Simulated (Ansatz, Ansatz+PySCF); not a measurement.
Two shapes of doublet CH₄B.

Shape 1:

```xyz
6

C     0.7133    0.0000    0.0000
B    -0.8130    0.0000    0.0000
H     1.3075   -0.9074   -0.0836
H     1.3075    0.9074    0.0836
H    -1.4150    1.0272   -0.0738
H    -1.4150   -1.0272    0.0739
```

Shape 2:

```xyz
6

C     0.0000    0.0000   -0.7691
B     0.0000    0.0000    0.7572
H    -0.0836   -0.9074   -1.3633
H     0.0836    0.9074   -1.3633
H    -0.0751    1.0445    1.3693
H     0.0751   -1.0445    1.3693
```

Basis set: cc-pVTZ (spherical functions). Left uncorrelated: 2 orbitals. Correlation on ROHF uses semicanonical orbitals with singles. Charge 0, multiplicity 2.

Computed with Ansatz (development build ahead of 0.2.0); each method stands on the lowest determinant of its kind that the runs found.

Task: Which shape is lower in energy, and by how much in each method?

Result:

```tsv
method	E(2) − E(1) (eV)
ROHF	0.012
UHF	0.012
ROHF-MP2	0.012
UHF-MP2	0.012
ROHF-CCSD(T)	0.008
```

Shape 1 is lower.
